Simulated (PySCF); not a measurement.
Scan of H₆Si₂, singlet: internal rotation, threefold axis kept, other coordinates relaxed. Scanned: torsion (0 = eclipsed). Other coordinates (Si-Si length, H-Si-Si angle, H-Si-Si angle, Si-H length, Si-H length) were minimised at B3LYP/def2-TZVP.

Computed with: B3LYP/cc-pVTZ (PySCF); RHF/LANL2DZ = restricted Hartree-Fock/LANL2DZ, with its core potentials past Ne (PySCF 2.14.0); CCSD(T) on RHF/cc-pVTZ, 10 core orbitals frozen (PySCF).

Energies relative to the lowest point of each profile, in kcal/mol:

```csv
at / °,B3LYP,RHF/LANL2DZ
0,0.96,0.85
10,0.89,0.80
20,0.72,0.65
30,0.48,0.43
40,0.24,0.22
50,0.07,0.06
60,0.00,0.00
```

Task: Predict the corresponding CCSD(T) column.

Result: 0: 1.01; 10: 0.95; 20: 0.76; 30: 0.51; 40: 0.25; 50: 0.07; 60: 0.00 (kcal/mol).
